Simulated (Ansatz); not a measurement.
A nudged elastic band was laid between two geometries of C₃H₇FO (12 atoms, charge 0, multiplicity 1).

Computed with Ansatz 0.2.0, RKS B3LYP-D4/6-31G*.

* movable images: 5
* climbing image: yes
* spring: 5.0 eV/Å²
* optimiser: quadratic models (default)
* start path: IDPP
* force threshold: 0.03 eV/Å
* iteration limit: 60
* end points: relaxed

First end point:

```xyz
12
Properties=species:S:1:pos:R:3
O -1.159 -0.831 1.668
C -0.860 -0.419 0.339
C 0.567 0.113 0.333
C 1.020 0.551 -1.047
F 0.175 1.553 -1.528
H -2.092 -1.092 1.695
H -1.543 0.371 -0.005
H -0.944 -1.261 -0.370
H 1.245 -0.668 0.699
H 0.637 0.956 1.031
H 0.992 -0.282 -1.762
H 2.040 0.953 -1.020
```

Last end point:

```xyz
12
Properties=species:S:1:pos:R:3
O -1.344 -1.098 1.473
C -0.903 -0.563 0.231
C 0.492 0.057 0.322
C 0.991 0.579 -1.014
F 0.124 1.567 -1.485
H -1.477 -0.354 2.080
H -1.612 0.177 -0.166
H -0.891 -1.409 -0.465
H 1.198 -0.693 0.701
H 0.482 0.885 1.044
H 1.027 -0.222 -1.765
H 1.991 1.019 -0.924
```

Task: What changes between the two ends?

Result: No bond is made or broken. The dihedral H6–O1–C2–H7 goes from 55 to -56°.

Task: Give the energies along the band, and the barrier.

Result: The forces met the threshold. The highest image is number 3 of 0 to 6, 0.038 eV above the first end and 0.046 eV above the last; the last end lies 0.009 eV below the first. A vibrational analysis at the climbing image gives one clearly imaginary mode, 285i cm⁻¹: a first-order saddle point.

```
image  path coordinate (Å)  energy (eV)  dihedral H6–O1–C2–H7 (°)
    0                 0.00        0.000                        55
    1                 0.22        0.008                        40
    2                 0.44        0.027                        21
    3                 0.66        0.038                         0
    4                 0.90        0.025                       -21
    5                 1.13        0.002                       -40
    6                 1.37       -0.009                       -56
```

Task: What is the geometry of the highest image?

Result: 
```xyz
12
Properties=species:S:1:pos:R:3:forces:R:3
O -1.184 -1.061 1.567 0.00 -0.01 0.01
C -0.844 -0.535 0.286 0.01 0.01 -0.02
C 0.551 0.087 0.330 0.00 0.00 0.01
C 1.007 0.590 -1.026 0.00 0.00 0.00
F 0.113 1.559 -1.492 0.00 0.00 0.00
H -1.999 -0.636 1.864 0.00 0.00 0.00
H -1.565 0.219 -0.050 0.00 0.00 0.00
H -0.861 -1.351 -0.452 0.00 0.00 0.00
H 1.267 -0.663 0.692 0.00 0.00 0.00
H 0.558 0.912 1.052 0.00 0.00 0.00
H 1.033 -0.222 -1.765 0.00 0.00 0.00
H 2.002 1.046 -0.971 0.00 0.00 0.00
```

Task: What are the harmonic wavenumbers there?

Result: 285i, 104, 143, 263, 364, 536, 786, 894, 935, 1065, 1084, 1098, 1152, 1212, 1272, 1334, 1362, 1375, 1443, 1462, 1508, 1546, 1549, 3012, 3042, 3054, 3071, 3090, 3105, 3794 cm⁻¹.

The band took 5 iterations and roughly 110 core-seconds.

The run took 110 s on 1 thread of Intel(R) Xeon(R) Platinum 8488C (Sapphire Rapids), with other jobs on the host, peak memory 0.2 GiB.
